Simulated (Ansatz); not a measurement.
Start from Ag in the fcc (Cu type) structure (space group Fm-3m, No. 225).

Ag is modelled in the cubic space group Fm-3m (No. 225), the fcc (Cu type) structure, Pearson symbol cF4. Conventional cell: a = 4.1486 Å, b = 4.1486 Å, c = 4.1486 Å, α = 90.00°, β = 90.00°, γ = 90.00°. Ag on 4a sees 12 Ag at 2.933 Å (cuboctahedral). (Neighbours: up to the widest gap in distance over summed covalent radii, below 1.35, at either atom.)
(The calculation used a cell of 1 atom; values per cell refer to that cell.)

Levels (all Ansatz, a first-principles code, PAW): PBE (420 eV, no spin-orbit coupling); r2SCAN (500 eV, spin-orbit coupling left out).

Levels that relaxed their own cell: PBE and r2SCAN.

```csv
level,lattice parameter a
PBE,4.149 Å
r2SCAN,4.105 Å
```

Measured: lattice parameter a 4.062 Å (static lattice; corrected from measurement; as listed in Daniel Mejia-Rodriguez, S. B. Trickey, Phys. Rev. B (2018)).

Computed minus measured — lattice parameter a: PBE +2.1 %, r2SCAN +1.1 % (closest: r2SCAN).

No phonon test of stability was made.
